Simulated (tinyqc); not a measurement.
Worked calculation: coupled-perturbed Hartree-Fock on RHF in the sto-3g basis, for H2O, spin multiplicity 1. One step of it, computed by the program tinyqc.

Task: Coupled step 2. U_ai = -(mu_ai + sum_bj [4 (ai|bj) - (ab|ij) - (aj|bi)] U_bj) / (e_a - e_i); alpha = -4 sum U_ai mu_ai.

U after step 1:
```
           i1         i2        i3        i4        i5
a6  -0.000851  -0.007624  0.000000  0.484029  0.000000
a7   0.000000   0.000000  0.436002  0.000000  0.000000
```

dipole integrals <a|z|i> (bohr):
```
          i1         i2         i3         i4        i5
a6  0.042884  -0.104189   0.000000  -0.462435  0.000000
a7  0.000000   0.000000  -0.629034   0.000000  0.000000
```

orbital energies (hartree): MO1 -20.239539, MO2 -1.263860, MO3 -0.618574, MO4 -0.447887, MO5 -0.389468, MO6 0.597722, MO7 0.742753

Two-electron integrals over orbitals (pq|rs), unique and non-zero (hartree):
```
(11|11) 4.744538    (21|11) -0.417208   (21|21) 0.058298    (22|11) 1.004938
(22|21) -0.013114   (22|22) 0.727062    (31|31) 0.010901    (32|31) 0.017669
(32|32) 0.144302    (33|11) 0.797280    (33|21) -0.004410   (33|22) 0.643301
(33|33) 0.631152    (41|11) 0.181001    (41|21) -0.022234   (41|22) 0.015775
(41|33) 0.006362    (41|41) 0.027647    (42|11) -0.127623   (42|21) 0.009088
(42|22) 0.003056    (42|33) 0.006908    (42|41) 0.019236    (42|42) 0.124652
(43|31) -0.003303   (43|32) 0.020595    (43|43) 0.047084    (44|11) 1.000959
(44|21) -0.013483   (44|22) 0.676845    (44|33) 0.597609    (44|41) -0.011411
(44|42) -0.104591   (44|44) 0.783226    (51|51) 0.026043    (52|51) 0.032502
(52|52) 0.144738    (53|53) 0.028654    (54|51) -0.013254   (54|52) -0.046314
(54|54) 0.055510    (55|11) 1.115336    (55|21) -0.011715   (55|22) 0.747578
(55|33) 0.627385    (55|41) 0.005042    (55|42) -0.068380   (55|44) 0.729315
(55|55) 0.880159    (61|11) -0.238479   (61|21) 0.035805    (61|22) -0.001113
(61|33) 0.000107    (61|41) -0.000491   (61|42) 0.020222    (61|44) -0.018985
(61|55) -0.006235   (61|61) 0.031069    (62|11) 0.307434    (62|21) -0.006737
(62|22) 0.142149    (62|33) 0.074598    (62|41) 0.018555    (62|42) 0.021483
(62|44) 0.088889    (62|55) 0.158305    (62|61) 0.006560    (62|62) 0.101357
(63|31) 0.003042    (63|32) -0.041503   (63|43) -0.029089   (63|63) 0.072375
(64|11) 0.218698    (64|21) -0.002182   (64|22) 0.096114    (64|33) 0.042909
(64|41) 0.002657    (64|42) -0.029594   (64|44) 0.120557    (64|55) 0.116042
(64|61) -0.000032   (64|62) 0.061494    (64|64) 0.068145    (65|51) 0.015792
(65|52) 0.059294    (65|54) -0.001610   (65|65) 0.038532    (66|11) 0.797996
(66|21) -0.006980   (66|22) 0.611377    (66|33) 0.569856    (66|41) 0.021077
(66|42) 0.058848    (66|44) 0.547626    (66|55) 0.586890    (66|61) 0.008211
(66|62) 0.095317    (66|64) 0.044559    (66|66) 0.594925    (71|31) 0.015307
(71|32) 0.023175    (71|43) -0.004804   (71|63) 0.003755    (71|71) 0.021552
(72|31) 0.013929    (72|32) 0.041166    (72|43) -0.033410   (72|63) 0.035071
(72|71) 0.018518    (72|72) 0.062211    (73|11) 0.363393    (73|21) -0.007475
(73|22) 0.140180    (73|33) 0.090592    (73|41) -0.000784   (73|42) -0.075127
(73|44) 0.160952    (73|55) 0.190613    (73|61) -0.006889   (73|62) 0.076880
(73|64) 0.077901    (73|66) 0.038016    (73|73) 0.152082    (74|31) -0.009483
(74|32) -0.076339   (74|43) 0.002152    (74|63) 0.044941    (74|71) -0.013102
(74|72) -0.016925   (74|74) 0.068262    (75|53) 0.023736    (75|75) 0.024519
(76|31) 0.009241    (76|32) 0.099161    (76|43) 0.048009    (76|63) -0.066041
(76|71) 0.012350    (76|72) -0.009147   (76|74) -0.057722   (76|76) 0.116230
(77|11) 0.871234    (77|21) -0.009496   (77|22) 0.624216    (77|33) 0.609886
(77|41) 0.004082    (77|42) -0.014690   (77|44) 0.608827    (77|55) 0.625763
(77|61) -0.005231   (77|62) 0.069157    (77|64) 0.042044    (77|66) 0.565043
(77|73) 0.095115    (77|77) 0.619749
```

Give: U after step 2; polarisability.

Result:

U after step 2:
```
         i1       i2      i3      i4      i5
a6  -0.0007  -0.0185  0.0000  0.5109  0.0000
a7   0.0000   0.0000  0.4345  0.0000  0.0000
```

polarisability = 2.0306 bohr^3
